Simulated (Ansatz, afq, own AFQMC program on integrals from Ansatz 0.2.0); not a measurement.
# HO, quartet: AFQMC among the cluster methods

```yaml
atoms:
  - { symbol: O, position_ang: [0.0000, 0.0000, 0.0000] }
  - { symbol: H, position_ang: [0.0000, 0.0000, 0.9731] }
```

Basis cc-pVDZ. Only valence electrons are correlated. Integrals, coupled cluster, full CI and functionals: Ansatz 0.2.0; the random walks run on the same integrals in our own AFQMC program. ph-AFQMC/CISD is guided by a CISD state made of CCSD amplitudes; releasing the constraint for a short imaginary time cuts its bias at the price of noise, slowly where states lie close. Uncertainties: one standard error, sampling alone.

Determinant: UHF, the one that the program's search chose, which needn't be the lowest solution. The geometry is a PBE0/def2-TZVP stationary point of this or a neighbouring charge and spin state.

Full CI is exact in this basis; its frozen core comes from its own orbitals, which moves totals by up to a few meV.

Cautions: another spin lies lower (by 7.70 eV); full CI with its own frozen core.

The T1 diagnostic is 0.0065, the weight of the determinant in the CISD state is 0.967 and the ⟨S²⟩ of the determinant is 3.757. The size of the correlated space is 7 electrons in 18 orbitals.

| level | correlation energy (eV) |
| --- | --- |
| MP2 | -3.0345 |
| CCSD | -3.5083 |
| CCSD(T) | -3.5432 |

(1) Estimate where full CI lies against CCSD(T) in the same basis.

(1) 0.18 mEh below CCSD(T).

Reference: full CI, correlation energy -3.548 eV. The released energy is read at 1.50 1/Eh (meV from the phaseless value at times in 1/Eh: -0.6 ± 1.6 at 0.24, 2.1 ± 0.9 at 0.50, -3.3 ± 1.9 at 1.00, 0.7 ± 1.7 at 1.50). CCSDTQ lies 2.0 meV below full CI, in part by the other frozen core, which shifts every row alike, so rows that close can't be ranked against it.

```
         level  E − E(reference) (mEh)  share of correlation (%)
       CCSD(T)                    0.18                     99.86
         CCSDT                    0.00                    100.00
      CCSDT(Q)                   -0.06                    100.05
        CCSDTQ                   -0.07                    100.06
   ph-AFQMC/HF             1.42 ± 0.64                     98.91
 ph-AFQMC/CISD            -0.03 ± 0.05                    100.02
released AFQMC             0.00 ± 0.06                    100.00
```

CCSDT and higher add their correlation energy to the determinant of the CCSD(T) run, since their own runs factorise the integrals more tightly (a shift of under 2 meV). A walk keeps the symmetry of its determinant, which the program's search chose and which needn't be the lowest solution, so a lower state of the same spin and another symmetry isn't excluded. Released energies are given only where the last usable release times agree within the noise; a slower fall can still hide under it.
